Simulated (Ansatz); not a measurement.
Born–Oppenheimer molecular dynamics of FH5Si (7 atoms, charge 0, multiplicity 1). It starts at the highest image of a converged band. Of that band: Neighbouring images differ by up to 1.4 eV, so the band resolves the path poorly. A vibrational analysis at the climbing image gives 2 clearly imaginary modes (1215i, 116i cm⁻¹): a point of higher order, so a lower path passes nearby.

Theory: Ansatz, RKS CAM-B3LYP-D4/def2-SVP.

| Item | Value |
| --- | --- |
| ensemble | NVE (velocity Verlet) |
| time step | 0.5 fs |
| steps asked | 200 |
| starting velocities drawn for | 100 K |
| seed | 8157 |

Frames 2.5 fs apart, positions in Å, forces in eV/Å.

Velocities at 45.0 fs (Å/ps):

```
Si 12.91 -0.50 -6.77
H 37.33 4.16 -31.01
H 16.64 -2.75 -16.25
H 13.29 1.72 6.41
H 25.84 8.51 -1.19
F -22.01 0.13 14.06
H -37.92 -0.13 -34.41
```

```xyz
7
Properties=species:S:1:pos:R:3:forces:R:3 time_fs=45.0 energy_less_start_eV=-1.257 T=2043
Si 0.220 0.000 -0.221 -0.02 0.29 0.37
H 0.824 0.004 1.113 0.29 0.08 0.48
H 1.337 0.003 -1.192 0.01 -0.04 -0.26
H -0.593 1.241 -0.320 -0.02 -0.12 -0.25
H -0.567 -1.238 -0.256 -0.23 -0.22 -0.38
F -2.421 0.001 1.182 0.45 0.04 -0.56
H -3.023 -0.035 1.867 -0.48 -0.03 0.60
7
Properties=species:S:1:pos:R:3:forces:R:3 time_fs=47.5 energy_less_start_eV=-1.230 T=2003
Si 0.253 -0.001 -0.237 0.60 0.64 -0.05
H 0.927 0.017 1.054 0.28 0.04 0.65
H 1.375 -0.004 -1.238 -0.36 0.00 -0.06
H -0.560 1.242 -0.312 -0.04 -0.12 -0.25
H -0.513 -1.228 -0.269 -0.50 -0.56 -0.31
F -2.474 0.002 1.216 0.86 0.05 -0.78
H -3.151 -0.037 1.817 -0.84 -0.05 0.79
7
Properties=species:S:1:pos:R:3:forces:R:3 time_fs=50.0 energy_less_start_eV=-1.211 T=1975
Si 0.286 0.000 -0.254 0.94 0.23 0.23
H 1.044 0.032 1.030 -0.14 -0.02 0.10
H 1.392 -0.012 -1.289 -0.50 0.04 0.05
H -0.530 1.236 -0.318 -0.09 -0.07 -0.20
H -0.486 -1.247 -0.301 -0.26 -0.18 -0.16
F -2.526 0.002 1.247 -1.66 -0.09 1.17
H -3.313 -0.042 1.804 1.72 0.09 -1.19
7
Properties=species:S:1:pos:R:3:forces:R:3 time_fs=52.5 energy_less_start_eV=-1.241 T=2018
Si 0.322 0.001 -0.270 0.80 -0.39 0.57
H 1.153 0.045 1.013 -0.55 -0.08 -0.40
H 1.381 -0.017 -1.337 -0.34 0.06 -0.04
H -0.505 1.225 -0.336 -0.11 -0.01 -0.12
H -0.474 -1.277 -0.342 0.13 0.41 0.02
F -2.582 0.003 1.281 -0.23 -0.01 0.13
H -3.392 -0.042 1.734 0.31 0.01 -0.16
7
Properties=species:S:1:pos:R:3:forces:R:3 time_fs=55.0 energy_less_start_eV=-1.199 T=1955
Si 0.359 0.001 -0.285 0.35 -0.57 0.55
H 1.231 0.054 0.973 -0.63 -0.11 -0.43
H 1.350 -0.019 -1.388 -0.02 0.08 -0.24
H -0.487 1.214 -0.361 -0.08 -0.01 -0.02
H -0.455 -1.284 -0.382 0.30 0.60 0.18
F -2.637 0.003 1.316 1.93 0.11 -0.79
H -3.463 -0.042 1.657 -1.84 -0.10 0.76
7
Properties=species:S:1:pos:R:3:forces:R:3 time_fs=57.5 energy_less_start_eV=-1.216 T=1981
Si 0.398 0.000 -0.299 -0.12 -0.22 -0.07
H 1.273 0.057 0.911 -0.28 -0.09 0.03
H 1.317 -0.016 -1.453 0.17 0.08 -0.27
H -0.473 1.202 -0.388 0.00 -0.04 0.08
H -0.420 -1.257 -0.411 0.14 0.26 0.26
F -2.689 0.004 1.349 -1.50 -0.08 0.43
H -3.606 -0.046 1.611 1.59 0.08 -0.46
7
Properties=species:S:1:pos:R:3:forces:R:3 time_fs=60.0 energy_less_start_eV=-1.200 T=1956
Si 0.435 -0.002 -0.314 -0.34 0.39 -1.08
H 1.300 0.054 0.851 0.26 -0.05 0.65
H 1.293 -0.008 -1.532 0.13 0.08 0.02
H -0.458 1.188 -0.411 0.08 -0.04 0.16
H -0.377 -1.216 -0.425 -0.21 -0.38 0.27
F -2.744 0.004 1.383 -1.17 -0.07 0.21
H -3.676 -0.047 1.547 1.26 0.07 -0.24
7
Properties=species:S:1:pos:R:3:forces:R:3 time_fs=62.5 energy_less_start_eV=-1.148 T=1878
Si 0.472 -0.002 -0.330 -0.26 0.62 -1.50
H 1.339 0.049 0.827 0.39 -0.02 0.65
H 1.276 0.004 -1.610 0.04 0.04 0.40
H -0.440 1.173 -0.423 0.10 0.03 0.22
H -0.347 -1.196 -0.423 -0.35 -0.67 0.26
F -2.802 0.004 1.417 2.27 0.12 -0.14
H -3.691 -0.045 1.469 -2.18 -0.12 0.11
7
Properties=species:S:1:pos:R:3:forces:R:3 time_fs=65.0 energy_less_start_eV=-1.187 T=1935
Si 0.509 -0.002 -0.350 -0.20 0.16 -0.94
H 1.399 0.042 0.839 -0.01 -0.01 -0.04
H 1.262 0.019 -1.665 0.07 -0.01 0.53
H -0.416 1.159 -0.423 0.06 0.12 0.24
H -0.334 -1.212 -0.405 -0.01 -0.26 0.24
F -2.856 0.004 1.451 -0.80 -0.05 -0.06
H -3.792 -0.047 1.395 0.89 0.05 0.03
7
Properties=species:S:1:pos:R:3:forces:R:3 time_fs=67.5 energy_less_start_eV=-1.138 T=1862
Si 0.545 -0.001 -0.371 -0.41 -0.40 -0.02
H 1.459 0.034 0.848 -0.34 0.00 -0.62
H 1.253 0.034 -1.691 0.23 -0.06 0.30
H -0.388 1.152 -0.409 0.04 0.15 0.22
H -0.322 -1.244 -0.374 0.40 0.31 0.14
F -2.910 0.005 1.485 -1.82 -0.10 -0.33
H -3.856 -0.048 1.325 1.89 0.10 0.30
7
Properties=species:S:1:pos:R:3:forces:R:3 time_fs=70.0 energy_less_start_eV=-1.147 T=1875
Si 0.580 -0.001 -0.393 -0.76 -0.54 0.65
H 1.501 0.027 0.823 -0.29 0.03 -0.66
H 1.258 0.045 -1.699 0.41 -0.08 -0.11
H -0.357 1.153 -0.381 0.07 0.09 0.16
H -0.288 -1.259 -0.334 0.50 0.50 -0.01
F -2.970 0.005 1.518 1.63 0.09 0.45
H -3.831 -0.043 1.267 -1.57 -0.09 -0.48
7
Properties=species:S:1:pos:R:3:forces:R:3 time_fs=72.5 energy_less_start_eV=-1.192 T=1943
Si 0.614 -0.002 -0.413 -0.95 -0.18 0.57
H 1.528 0.021 0.762 0.15 0.07 -0.16
H 1.286 0.052 -1.713 0.38 -0.08 -0.28
H -0.322 1.160 -0.344 0.12 -0.02 0.04
H -0.225 -1.247 -0.295 0.24 0.20 -0.14
F -3.025 0.005 1.552 0.20 0.01 0.06
H -3.870 -0.043 1.187 -0.14 -0.01 -0.08
```

Of the whole run (100 fs, mean temperature of the second half 1888 K): The conserved energy stayed within 0.15 meV per atom of its start (net change 0.058 meV per atom), so the integration is sound. The kinetic energy rose, since the run started high on the potential surface and went downhill. It ends in pieces (FH + H4Si), so much of that is their flight and rotation, not heat. A run of 0.1 ps of so small a system gives no equilibrium averages. The orbitals stay closed-shell, which can raise the energy where a bond breaks towards radicals; this wasn't checked here.

Run time: 4 min on 1 thread of Arm Neoverse V1, on a shared host, peak memory 0.11 GiB.
